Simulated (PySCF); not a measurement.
Ligands exchanged one at a time, Si Cl-H. All species are isolated molecules in the gas phase. Strings in code marks are SMILES.

The dipole moment from two functionals at the same geometries (CAM-B3LYP-D3(BJ)/def2-TZVP), both in PySCF: PBE-D3(BJ)/def2-TZVP and CAM-B3LYP-D3(BJ)/def2-TZVP. 

```
species                                       PBE-D3(BJ)/def2-TZVP (D)  CAM-B3LYP-D3(BJ)/def2-TZVP (D)
--------------------------------------------  ------------------------  ------------------------------
0 of 4 Cl replaced by H (`Cl[Si](Cl)(Cl)Cl`)                      0.00                            0.00
1 of 4 Cl replaced by H (`Cl[SiH](Cl)Cl`)                         0.70                            0.83
3 of 4 Cl replaced by H (`[SiH3]Cl`)                              1.19                            1.33
4 of 4 Cl replaced by H (`[SiH4]`)                                0.00                            0.00
```

Over these rows, drawn at random from the members with no instability flagged (it was tested for open shells, ions and some series alone), PBE minus CAM-B3LYP-D3(BJ): mean -0.07 D, from -0.14 D to 0.00 D.
